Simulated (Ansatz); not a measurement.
# CH₂BN (SMILES B1=CN1): single points off equilibrium

Aim: energy, forces and dipole at a structure displaced at random from a GFN2-xTB minimum, from CCSD(T) and from density functionals.

Method: single points in def2-TZVPP; program: Ansatz 0.2.0, Gaussian basis.

Correlated methods freeze the cores.

## (1) Starting geometry

SMILES `B1=CN1`, 5 atoms, charge 0, spin multiplicity 1.

Atoms are counted from 1 here; the program's logs count them from 0.

Bond lengths: B1–C2 1.525 Å, B1–N3 1.701 Å, C2–N3 1.064 Å, C2–H4 1.030 Å, N3–H5 0.882 Å. Angles: C2–B1–N3 38.0°, B1–C2–N3 79.9°, B1–C2–H4 159.2°, N3–C2–H4 113.9°, B1–N3–C2 62.0°, B1–N3–H5 142.6°, C2–N3–H5 154.0°.

As a file:

```xyz
5
charge 0, multiplicity 1
B    -0.8090    1.2117   -0.4109
C    -0.5026   -0.2261   -0.0040
N     0.4662    0.2044    0.0903
H    -0.5005   -1.2557   -0.0335
H     1.3034    0.2195    0.3672
```

## (2) CCSD(T)/def2-TZVPP

File run/in.yaml:

```yaml
crystal:
  periodic: [false, false, false]
  atoms:
    - {symbol: B, position_ang: [-0.809000, 1.211700, -0.410900]}
    - {symbol: C, position_ang: [-0.502600, -0.226100, -0.004000]}
    - {symbol: N, position_ang: [0.466200, 0.204400, 0.090300]}
    - {symbol: H, position_ang: [-0.500500, -1.255700, -0.033500]}
    - {symbol: H, position_ang: [1.303400, 0.219500, 0.367200]}
basis:
  gaussian: {orbitals: def2-TZVPP}
correlation: {method: ccsd_t}
output: {forces: true}
```

The command line of these runs was not kept.

## (3) PBE0-D4/def2-TZVPP

run/in.yaml: that of step 2 with these lines changed.

```diff
@@ -10,3 +10,3 @@
   gaussian: {orbitals: def2-TZVPP}
-correlation: {method: ccsd_t}
-output: {forces: true}
+hamiltonian: {xc: pbe0, dispersion: d4}
+output: {forces: true, orbitals: {seedname: orbitals}}
```

## (4) wB97M-V/def2-TZVPP

run/in.yaml: that of step 3 with these lines changed.

```diff
@@ -10,3 +10,3 @@
   gaussian: {orbitals: def2-TZVPP}
-hamiltonian: {xc: pbe0, dispersion: d4}
-output: {forces: true, orbitals: {seedname: orbitals}}
+hamiltonian: {xc: {name: wB97M-V}}
+output: {forces: true}
```

## (5) r2SCAN-D4/def2-TZVPP

run/in.yaml: that of step 4 with these lines changed.

```diff
@@ -10,3 +10,3 @@
   gaussian: {orbitals: def2-TZVPP}
-hamiltonian: {xc: {name: wB97M-V}}
+hamiltonian: {xc: r2scan, dispersion: d4}
 output: {forces: true}
```

## (6) PBE-D4/def2-TZVPP

run/in.yaml: that of step 5 with these lines changed.

```diff
@@ -10,3 +10,3 @@
   gaussian: {orbitals: def2-TZVPP}
-hamiltonian: {xc: r2scan, dispersion: d4}
+hamiltonian: {xc: pbe, dispersion: d4}
 output: {forces: true}
```

## (7) CAM-B3LYP-D4/def2-TZVPP

run/in.yaml: that of step 6 with these lines changed.

```diff
@@ -10,3 +10,3 @@
   gaussian: {orbitals: def2-TZVPP}
-hamiltonian: {xc: pbe, dispersion: d4}
+hamiltonian: {xc: {name: CAM-B3LYP}, dispersion: d4}
 output: {forces: true}
```

## (8) wB97X-V/def2-TZVPP

run/in.yaml: that of step 7 with these lines changed.

```diff
@@ -10,3 +10,3 @@
   gaussian: {orbitals: def2-TZVPP}
-hamiltonian: {xc: {name: CAM-B3LYP}, dispersion: d4}
+hamiltonian: {xc: {name: wB97X-V}}
 output: {forces: true}
```

(Steps that only read results are left out.)

**Question.** What will these runs give? Wanted: energy less free atoms, CCSD(T)/def2-TZVPP; RMS force component; RMS force error; HOMO and LUMO, PBE0-D4; T1 diagnostic.

**Answer**, as computed:

| quantity | value |
| --- | --- |
| energy less free atoms, CCSD(T)/def2-TZVPP | -13.832 eV |
| RMS force component | 8.590 to 9.077 eV/Å over the methods |
| RMS force error | PBE0-D4 0.420, wB97M-V 0.335, r2SCAN-D4 0.396, PBE-D4 0.314, CAM-B3LYP-D4 0.558, wB97X-V 0.257 eV/Å |
| HOMO and LUMO, PBE0-D4 | -5.68 and -1.40 eV |
| T1 diagnostic | 0.013 |

What this shows: Against CCSD(T) the functionals' energies less atoms differ by -1.644 to -0.864 eV, PBE-D4 by -1.644 eV. CCSD(T) in triple zeta still lacks some correlation energy of the bonds, so part of these gaps is its own basis error and they don't rank the functionals. For forces wB97X-V does best and CAM-B3LYP-D4 worst. Frozen-core CCSD(T) forces in triple zeta carry basis errors of their own, and this is one geometry, so small gaps rank nothing. The restricted Hartree–Fock reference is unstable towards an unrestricted one at one or more of these structures.
